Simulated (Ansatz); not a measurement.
Basis or method: atomization of HON

HON, triplet; coordinates (Å): N 0.000 -0.059 0.727; O 0.000 0.100 -0.573; H 0.000 -0.773 -1.000. Quantity: atomization.

Ansatz 0.2.0, basis cc-pVDZ or cc-pVTZ; geometries are PBE0/def2-TZVP minima. Wave-function levels freeze the cores; HF, MP2 and coupled cluster are restricted for singlets and unrestricted otherwise, atoms included (their steps beyond CCSDT(Q) come from restricted open-shell runs), Kohn–Sham unrestricted where that lies lower. NEVPT2 stands on CASSCF in the full valence space. The reference is CCSDT(Q) or CCSDTQ (coupled cluster only where its series has nearly closed). Semilocal and hybrid functionals correlate all electrons outside any core potential and usually lie nearer their basis limit than the reference, so part of their error here is the reference's basis and frozen-core error; RPA and the MP2 part of double hybrids freeze the same cores as the reference. None of these values is a measured one. Energies are electronic, without zero-point terms. No spin–orbit coupling and no scalar relativity. The species are chosen: bound, without strong static correlation by their natural occupations or amplitudes, in their lowest spin state as far as vertical gaps and like structures tell, and with a ladder that closes on the reference, so errors are smaller than for species at large; levels whose determinant breaks symmetry or spin markedly are left out.

```tsv
level	cc-pVDZ (kJ/mol)	cc-pVTZ (kJ/mol)
reference	647.9 (CCSDTQ)	713.1 (CCSDT(Q))
CCSD(T)	645.4	711.4
NEVPT2	658.3	713.5
PBE	817.5	832.3
r2SCAN	757.0	775.3
B3LYP	759.1	775.4
B2PLYP	719.1	753.4
RPA-PBE	624.0	685.8
```

From cc-pVDZ to cc-pVTZ the reference moves by 65.2 kJ/mol and PBE by 14.8; the step from CCSD(T) to the reference is 2.5 in the first and 1.6 in the last.
